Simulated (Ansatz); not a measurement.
# BCl2H2: the cost of one run

All numbers below are computed with Ansatz 0.2.0 (UKS B3LYP-D4/def2-SVP).

## Step 1: Starting point

Bond lengths: B1–Cl2 2.110 Å, B1–H3 1.190 Å, B1–H4 1.190 Å, Cl2–Cl5 2.340 Å. Angles: B1–Cl2–Cl5 180.0°, Cl2–B1–H3 120.0°, Cl2–B1–H4 120.0°, H3–B1–H4 120.0°.

Coordinates:

```xyz
5

B     0.0000    0.0000    0.0000
Cl    0.0000    0.0000    2.1100
H     1.0305    0.0000   -0.5950
H    -1.0305    0.0000   -0.5950
Cl    0.0000    0.0000    4.4500
```

## Step 2: A restrained relaxation towards end A

Springs on the bonds that form and break draw the guess towards this end; the thresholds are loose.

Input file input.yaml:

```yaml
crystal:
  periodic: [false, false, false]
  atoms:
    - { symbol: B, position_ang: [0.0, 0.0, 0.0] }
    - { symbol: Cl, position_ang: [0.0, 0.0, 2.11] }
    - { symbol: H, position_ang: [1.0305, 0.0, -0.595] }
    - { symbol: H, position_ang: [-1.0305, 0.0, -0.595] }
    - { symbol: Cl, position_ang: [0.0, 0.0, 4.45] }
magnetization:
  spin_polarized: true
  initial_magnetization: 1
basis:
  gaussian: { orbitals: def2-SVP }
hamiltonian:
  xc: b3lyp
  dispersion: d4
relax:
  f_tol: 0.15
  max_steps: 25
  restrain:
    - { distance: [1, 4], at: 3.24, k: 30.0 }
    - { distance: [0, 1], at: 1.86, k: 30.0 }
```

Started as:

```console
> ansatz run input.yaml --threads 1 --pin off --max-ram 2048MiB --backend cpu --events-out ev --progress --plain --runs-dir out
```

Q: Estimate wall time and peak memory on 1 thread of Arm Neoverse V2, shared host.

About 20 s, with a peak of 0.15 GiB.
